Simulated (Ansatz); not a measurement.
Ansatz (a first-principles code) input (HF/STO-3G):

Ansatz 0.2 input:
```yaml
crystal:
  periodic: [false, false, false]
  atoms:
    - {symbol: C, position_ang: [-0.00000000, -0.00000000, -0.63014053]}
    - {symbol: N, position_ang: [0.00000000, 0.00000000, 0.54012046]}
basis:
  gaussian:
    orbitals: STO-3G
hamiltonian:
  xc: {name: HF}
total_charge: -1
relax: {f_tol: 0.003, max_steps: 120}
```

Output:

```
WARN ansatz: RAYON_NUM_THREADS=1 ignored (pool sized by the plan → 1); use --threads N
Functional definition: HF
integrals: 0.00 GiB planned
143 factors; integrals over basis functions are off by at most 2.6e-6 eV
mean field: 0.03 GiB planned
mean field evaluation 1: about -2474.4888 eV, gradient 5.0e0 eV
mean field evaluation 2: about -2474.4809 eV, gradient 4.9e0 eV
mean field evaluation 4: about -2474.5332 eV, gradient 7.6e-1 eV
mean field evaluation 8: about -2474.5351 eV, gradient 2.2e-6 eV
mean field -2474.53513663 eV, -90.9374889711 hartree, gradient 4.3e-6 eV, S^2 0.000000; 0 other end points of the search recorded, 0 dependent functions left out
the calculation of the forces begins
reference -2474.53513663 eV, -90.9374889711 hartree; 7, 7 occupied and 3, 3 virtual orbitals, 143 factors
relax step   1: F+E_penalty+E_count = -2474.53513663 eV  Δ(F+E_penalty+E_count) = +0.000e0 eV  max|allowed force component| = 1.219e0 eV/Å  Δτ_max = 0.0000 Å  (26 SCF iters, accepted)
these checks for a lower state are left out or cut short: starts, cluster_reference, orbital_swaps, neighbouring_geometries, increment
integrals: 0.00 GiB planned
143 factors; integrals over basis functions are off by at most 2.7e-6 eV
mean field: 0.03 GiB planned
mean field evaluation 16: about -2474.5394 eV, gradient 2.6e-5 eV
mean field -2474.53939718 eV, -90.9376455434 hartree, gradient 2.6e-5 eV, S^2 0.000000; 0 other end points of the search recorded, 0 dependent functions left out
the calculation of the forces begins
reference -2474.53939718 eV, -90.9376455434 hartree; 7, 7 occupied and 3, 3 virtual orbitals, 143 factors
relax step   2: F+E_penalty+E_count = -2474.53939718 eV  Δ(F+E_penalty+E_count) = -4.261e-3 eV  max|allowed force component| = 4.569e-1 eV/Å  Δτ_max = 0.0055 Å  (22 SCF iters, accepted)
these checks for a lower state are left out or cut short: starts, cluster_reference, orbital_swaps, neighbouring_geometries, increment
integrals: 0.00 GiB planned
143 factors; integrals over basis functions are off by at most 2.7e-6 eV
mean field: 0.03 GiB planned
mean field -2474.54005936 eV, -90.9376698780 hartree, gradient 2.6e-5 eV, S^2 0.000000; 0 other end points of the search recorded, 0 dependent functions left out
the calculation of the forces begins
reference -2474.54005936 eV, -90.9376698780 hartree; 7, 7 occupied and 3, 3 virtual orbitals, 143 factors
relax step   3: F+E_penalty+E_count = -2474.54005936 eV  Δ(F+E_penalty+E_count) = -6.622e-4 eV  max|allowed force component| = 5.056e-3 eV/Å  Δτ_max = 0.0015 Å  (23 SCF iters, accepted)
these checks for a lower state are left out or cut short: starts, cluster_reference, orbital_swaps, neighbouring_geometries, increment
integrals: 0.00 GiB planned
143 factors; integrals over basis functions are off by at most 2.7e-6 eV
mean field: 0.03 GiB planned
mean field evaluation 32: about -2474.5401 eV, gradient 2.6e-5 eV
mean field -2474.54005943 eV, -90.9376698804 hartree, gradient 2.6e-5 eV, S^2 0.000000; 0 other end points of the search recorded, 0 dependent functions left out
the calculation of the forces begins
reference -2474.54005943 eV, -90.9376698804 hartree; 7, 7 occupied and 3, 3 virtual orbitals, 143 factors
relax step   4: F+E_penalty+E_count = -2474.54005943 eV  Δ(F+E_penalty+E_count) = -6.634e-8 eV  max|allowed force component| = 2.219e-3 eV/Å  Δτ_max = 0.0000 Å  (23 SCF iters, accepted)
integrals: 0.00 GiB planned
143 factors; integrals over basis functions are off by at most 2.7e-6 eV
mean field: 0.03 GiB planned
mean field -2474.54005943 eV, -90.9376698804 hartree, gradient 2.6e-5 eV, S^2 0.000000; 1 other end points of the search recorded, 0 dependent functions left out
the calculation of the forces begins
reference -2474.54005943 eV, -90.9376698804 hartree; 7, 7 occupied and 3, 3 virtual orbitals, 143 factors
Total energy: -2474.54005943 eV, -90.9376698804 hartree
Atom 0 at     0.000000     0.000000    -0.626127 Å, force     0.000000     0.000000    -0.002219 eV/Å
Atom 1 at    -0.000000    -0.000000     0.536107 Å, force    -0.000000    -0.000000     0.002219 eV/Å
Dipole moment:     0.000000    -0.000000     0.089137 e Å
```

The dipole moment of an ion depends on the origin.
